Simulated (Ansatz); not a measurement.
# Rutile CrO2

Computed with r²SCAN (Ansatz, a first-principles code, plane waves, PAW).

Numerical settings: plane-wave cutoff 500 eV, 10×10×14 k mesh (along the axes of the cell as run), Fermi–Dirac smearing 0.05 eV, ferromagnetic start, spin-polarised with parallel moments, scalar-relativistic PAW data made under PBE.

Cell (relaxed at this level):

```xyz
6
Lattice="4.4043 0.0000 0.0000 0.0000 4.4043 0.0000 0.0000 0.0000 2.9117" Properties=species:S:1:pos:R:3 pbc="T T T"
Cr     0.0000     0.0000     0.0000
Cr     2.2022     2.2022     1.4558
O      1.3335     1.3335     0.0000
O      3.0709     3.0709     0.0000
O      0.8687     3.5356     1.4558
O      3.5356     0.8687     1.4558
```

| Item | Value |
|---|---|
| magnetic moment (largest site, within a sphere) | 1.83 μB |

Moments are spin moments.
